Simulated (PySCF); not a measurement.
**Li₂O: a ladder of methods and rigid scans**

How much do the numbers for Li₂O (singlet) hang on the method? All levels run at one geometry, the PBE0 minimum. Rigid scans about the minimum follow.

Program: PySCF 2.14.0. Level of theory: several methods, basis O def2-TZVP, Li def2-TZVP, no relativity, density fitting. These are calculated values, not measurements.

### Step 1. The starting structure

3 atoms, charge 0, spin multiplicity 1.

Bond lengths: O1–Li2 1.605 Å, O1–Li3 1.605 Å. Angles: Li2–O1–Li3 180.0°.

Z-matrix (Å, degrees; charge 0 multiplicity 1):
```
O
Li 1 1.6049
Li 1 1.6049 2 180.00
```

### Step 2. PBE0

One driver script runs all steps and calls PySCF; scf.py shows the equivalent input of each level. Each SCF starts from the density of the minimum. The driver also runs the species with one electron less or more at the same geometry (one less: multiplicity 2); their logs are not shown.

scf.py reads:

```python
from pyscf import gto, scf, dft
mol = gto.M(atom='''
O      0.000000    -0.000000     0.000000
Li    -0.000000    -0.000000     1.604922
Li     0.000000     0.000000    -1.604922''',
    basis={'O': 'def2-TZVP', 'Li': 'def2-TZVP'},
    charge=0, spin=0)
mf = dft.RKS(mol, xc='PBE0')
mf.grids.atom_grid = (99, 590)
aux = {'O': 'def2-universal-JKFIT', 'Li': 'def2-universal-JKFIT'}
mf = mf.density_fit(auxbasis=aux)
mf.kernel()
```

### Step 3. CCSD(T)

scf.py: that of step 2 with these lines changed.

```diff
@@ -8,2 +8 @@
-mf = dft.RKS(mol, xc='PBE0')
-mf.grids.atom_grid = (99, 590)
+mf = scf.RHF(mol)
@@ -12,0 +12,3 @@
+from pyscf import cc
+mycc = cc.CCSD(mf, frozen=1).run()
+mycc.ccsd_t()
```

### Step 4. HF

scf.py: that of step 3 with these lines changed.

```diff
@@ -12,3 +11,0 @@
-from pyscf import cc
-mycc = cc.CCSD(mf, frozen=1).run()
-mycc.ccsd_t()
```

### Step 5. PBE

scf.py: that of step 4 with these lines changed.

```diff
@@ -8 +8,2 @@
-mf = scf.RHF(mol)
+mf = dft.RKS(mol, xc='PBE')
+mf.grids.atom_grid = (99, 590)
```

### Step 6. r2SCAN

scf.py: that of step 5 with these lines changed.

```diff
@@ -8 +8 @@
-mf = dft.RKS(mol, xc='PBE')
+mf = dft.RKS(mol, xc='R2SCAN')
```

### Step 7. B3LYP

scf.py: that of step 6 with these lines changed.

```diff
@@ -8 +8 @@
-mf = dft.RKS(mol, xc='R2SCAN')
+mf = dft.RKS(mol, xc='B3LYP')
```

### Step 8. TPSSh

scf.py: that of step 7 with these lines changed.

```diff
@@ -8 +8 @@
-mf = dft.RKS(mol, xc='B3LYP')
+mf = dft.RKS(mol, xc='TPSSH')
```

### Step 9. r2SCANh

scf.py: that of step 8 with these lines changed.

```diff
@@ -8 +8 @@
-mf = dft.RKS(mol, xc='TPSSH')
+mf = dft.RKS(mol, xc='HYB_MGGA_XC_R2SCANH')
```

### Step 10. MN15

scf.py: that of step 9 with these lines changed.

```diff
@@ -8 +8 @@
-mf = dft.RKS(mol, xc='HYB_MGGA_XC_R2SCANH')
+mf = dft.RKS(mol, xc='MN15')
```

### Step 12. Breathing scan

A rigid scan with PBE0: all bonds to the central atom are scaled together. Each point starts from its neighbour's orbitals, and energies count from the minimum.

### Step 13. Stretching one bond

A rigid scan with PBE0: the bond from O to the last atom (Li) is scaled and the rest held.

### Step 14. Bending curve

A rigid scan with PBE0: the Li–O–Li angle changes, with bonds held.

### Step 15. Bend–stretch map

A rigid scan with PBE0: rows scale both bonds, columns set the Li–O–Li angle.

### Step 16. Map over both bonds

A rigid scan with PBE0: rows scale the first bond (O–Li), columns the second (O–Li).

(Steps that only read results are left out.)

Before running it: what results should come out? Wanted: atomisation energy, CCSD(T) in this basis; vertical ionisation energy, CCSD(T); orbital gap, range; T1, D1; T1, D1 of the cation; all bonds 4 % longer; one bond 20 % longer.

As calculated:

| quantity | value |
| --- | --- |
| atomisation energy, CCSD(T) in this basis | 662 kJ/mol |
| vertical ionisation energy, CCSD(T) | 6.28 eV |
| orbital gap, range | 2.14 (PBE) to 8.27 (HF) eV |
| T1, D1 | 0.020, 0.042 |
| T1, D1 of the cation | 0.008, 0.020 |
| all bonds 4 % longer | 6.1 kJ/mol |
| one bond 20 % longer | 50.4 kJ/mol |

What this shows: In atomisation energy the functionals lie from +8 kJ/mol (PBE0) to +84 kJ/mol (MN15) against CCSD(T). In a basis of this size CCSD(T) binds too weakly, often by tens of kJ/mol, while functionals are nearer their limits, so this ranks no functional. HF lacks the correlation that pairing electrons in bonds brings, so it binds too weakly, by 325 kJ/mol even against this CCSD(T). Against CCSD(T), the vertical ionisation energy is best met by r2SCANh (+0.03 eV) and worst by HF (-1.93 eV). r2SCANh costs 6.5 s against 17 s for CCSD(T), a factor of about 2.6, and lands within 0.03 eV. PBE's −ε(HOMO), 3.1 eV, falls 3.1 eV short of the ionisation energy, while its energy difference gives 6.8 eV. T1 is large, so single-reference CCSD(T) is itself in doubt here. The well is lopsided, 7.6 kJ/mol for 4 % shorter bonds against 6.1 for 4 % longer ones.
